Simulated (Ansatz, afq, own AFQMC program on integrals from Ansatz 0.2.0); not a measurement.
## Where AFQMC and coupled cluster stand for H₂S, triplet

```xyz
3

H     0.0000    0.0000   -1.0967
H     0.0000    0.0000   -0.1987
S     0.0000    0.0000    1.2953
```

Basis cc-pVTZ. Only valence electrons are correlated. Integrals, coupled cluster, full CI and functionals: Ansatz 0.2.0; the random walks run on the same integrals in our own AFQMC program. ph-AFQMC/CISD is guided by a CISD state made of CCSD amplitudes; releasing the constraint for a short imaginary time cuts its bias at the price of noise, slowly where states lie close. Error bars are statistical, one sigma.

Determinant: UHF, the one that the program's search chose, which needn't be the lowest solution. The geometry is a point of a scan.

No full CI on the walks' own integrals is used here; CCSDT(Q) serves as the reference and is uncertain by about the last step of the cluster series.

Cautions: lower spins were not checked.

```
T1 diagnostic                               : 0.0156
weight of the determinant in the CISD state : 0.907
⟨S²⟩ of the determinant                     : 2.042
size of the correlated space                : 8 electrons in 57 orbitals
```

Reference: CCSDT(Q), correlation energy -5.447 eV. The released energy is read at 2.40 1/Eh (meV from the phaseless value at times in 1/Eh: -3.6 ± 2.4 at 0.24, -7.3 ± 1.6 at 0.51, -10.0 ± 2.1 at 0.99, -12.6 ± 2.1 at 1.62, -12.1 ± 2.4 at 2.40).

| level | E − E(reference) (meV) | share of correlation (%) |
| --- | --- | --- |
| HF | 5447.1 | 0.00 |
| MP2 | 1013.5 | 81.39 |
| CCSD | 219.2 | 95.98 |
| CCSD(T) | 32.7 | 99.40 |
| CCSDT | 6.8 | 99.88 |
| ph-AFQMC/CISD | 12.7 ± 2.4 | 99.77 |
| released AFQMC | 0.6 ± 2.4 | 99.99 |

A walk keeps the symmetry of its determinant, which the program's search chose and which needn't be the lowest solution, so a lower state of the same spin and another symmetry isn't excluded. Released energies are given only where the last usable release times agree within the noise; a slower fall can still hide under it.
